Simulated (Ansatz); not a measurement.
Input and output for C2H3N (`C=C=N`).

```yaml
crystal:
  periodic: [false, false, false]
  atoms:
    - {symbol: C, position_ang: [-0.866054, 0.068761, -0.838088]}
    - {symbol: C, position_ang: [0.185145, 0.163975, 0.290024]}
    - {symbol: N, position_ang: [0.979093, 0.359598, 1.133693]}
    - {symbol: H, position_ang: [-0.696032, 0.613425, -1.522534]}
    - {symbol: H, position_ang: [-1.535094, -0.658792, -0.455601]}
    - {symbol: H, position_ang: [1.842817, -0.146763, 1.211563]}
basis:
  gaussian: {orbitals: 6-31G}
hamiltonian: {xc: {name: r2SCAN0}}
accuracy: high
scf: {lower_state_search: light}
output: {forces: true}
```

```sh
$ ansatz run in.yaml --threads 4 --pin off --events-out ev --progress --plain --max-ram 10444MiB
```

Shortened log:

```
Functional definition: r2SCAN0
818 factors; integrals over basis functions are off by at most 3.2e-9 eV
mean field evaluation 1: about -3600.6470 eV, gradient 4.3e1 eV
mean field evaluation 2: about -3597.5313 eV, gradient 5.5e1 eV
mean field evaluation 4: about -3604.8083 eV, gradient 2.4e0 eV
mean field evaluation 8: about -3604.8228 eV, gradient 1.3e-1 eV
mean field evaluation 16: about -3604.8229 eV, gradient 6.5e-7 eV
mean field -3604.82287693 eV, -132.4747972906 hartree, gradient 8.1e-8 eV, S^2 0.000000; 0 other end points of the search recorded, 0 dependent functions left out
reference -3604.82287724 eV, -132.4747973018 hartree; 11, 11 occupied and 22, 22 virtual orbitals, 818 factors
Total energy: -3604.82287724 eV, -132.4747973018 hartree
Atom 0 at    -0.866054     0.068761    -0.838088 Å, force     3.824616    -7.071799    16.259632 eV/Å
Atom 1 at     0.185145     0.163975     0.290024 Å, force    -7.452428    -0.266815    -8.658769 eV/Å
Atom 2 at     0.979093     0.359598     1.133693 Å, force     2.660597     0.373208     2.911251 eV/Å
Atom 3 at    -0.696032     0.613425    -1.522534 Å, force     1.583882     7.242996    -9.904747 eV/Å
Atom 4 at    -1.535094    -0.658792    -0.455601 Å, force    -1.153458    -0.225807    -1.028333 eV/Å
Atom 5 at     1.842817    -0.146763     1.211563 Å, force     0.536791    -0.051782     0.420965 eV/Å
Dipole moment:     0.311381    -0.255529    -0.026468 e Å
```

Hardware: 4 threads of an Arm Neoverse V2 on a shared host. Wall time 1.1 s, peak host memory 0.28 GiB.
